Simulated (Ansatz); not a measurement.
# CH2N+ (SMILES [CH+]=N): functionals against CCSD(T) at one geometry

An exercise on one series of results from a longer session: the logs are not shown, and one member is left open.

Program: Ansatz 0.2.0, Gaussian basis. Level of theory: single points in def2-TZVPP. These are calculated values, not measurements.

Cores are frozen in the correlated methods.

## Where the work starts

SMILES `[CH+]=N`, 4 atoms, charge 1, spin multiplicity 1.

Atoms are counted from 1 here; the program's logs count them from 0.

Bond lengths: C1–N2 1.147 Å, C1–H3 1.082 Å, N2–H4 1.025 Å. Angles: N2–C1–H3 176.8°, C1–N2–H4 177.6°.

Coordinates:

```xyz
4
charge 1, multiplicity 1
C     0.2520   -0.4085    0.2782
N    -0.2651    0.4425   -0.2904
H     0.7264   -1.2480    0.7683
H    -0.7284    1.2253   -0.7629
```

The first run:

run/in.yaml reads:

```yaml
crystal:
  periodic: [false, false, false]
  atoms:
    - {symbol: C, position_ang: [0.252000, -0.408500, 0.278200]}
    - {symbol: N, position_ang: [-0.265100, 0.442500, -0.290400]}
    - {symbol: H, position_ang: [0.726400, -1.248000, 0.768300]}
    - {symbol: H, position_ang: [-0.728400, 1.225300, -0.762900]}
basis:
  gaussian: {orbitals: def2-TZVPP}
total_charge: 1
correlation: {method: ccsd_t}
output: {forces: true}
```

The command line of these runs was not kept.

Steps of the session up to this table: CCSD(T)/def2-TZVPP; PBE0-D4/def2-TZVPP; wB97M-V/def2-TZVPP; r2SCAN-D4/def2-TZVPP; PBE-D4/def2-TZVPP; r2SCAN0-D4/def2-TZVPP; revPBE-D4/def2-TZVPP.

One of the session's tables, all rows but one given; the rest of the session is left out.

| method | RMS force component (eV/Å) | angle to CCSD(T) forces (°) |
| --- | --- | --- |
| CCSD(T) | 0.309 | reference |
| PBE0-D4 | 0.930 | 23.9 |
| wB97M-V | 0.922 | 24.5 |
| r2SCAN-D4 | 0.765 | 22.3 |
| PBE-D4 | 0.412 | 25.4 |
| r2SCAN0-D4 | 1.158 | 23.9 |
| revPBE-D4 | ? | ? |

Q: Estimate the row for revPBE-D4 from the others.

The run gave: RMS force component (eV/Å): 0.290; angle to CCSD(T) forces (°): 22.5. In the column «RMS force component (eV/Å)» it is the lowest.
